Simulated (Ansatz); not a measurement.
## Calcium, fcc: convergence with Gaussian smearing

Computed with Ansatz, PBE, scalar-relativistic PAW, on the relaxed cell (a = 5.525 Å; spin not included). Errors count from a run at 420 eV on a Γ-centred 16×16×16 mesh with Fermi-Dirac smearing of 0.1 eV, extrapolated to zero width. Fixed here: cutoff 420 eV, mesh 10×10×10. The SCF starts from atomic densities corrected by a trained network.

```csv
width (eV),E(σ→0) error (meV/atom),F error (meV/atom),P (GPa),SCF iterations
0.01,-0.6,-0.6,0.02,6
0.03,-0.7,-1.0,0.02,6
0.1,-0.7,-3.9,0.00,6
0.3,-1.8,-28.4,0.02,6
0.6,0.0,-108.5,0.11,6
1.0,-2.7,-301.7,0.29,6
```

What does the run at 0.2 give (width)?

E(σ→0) error (meV/atom): -1.0; F error (meV/atom): -13.3; P (GPa): 0.00; SCF iterations: 6.
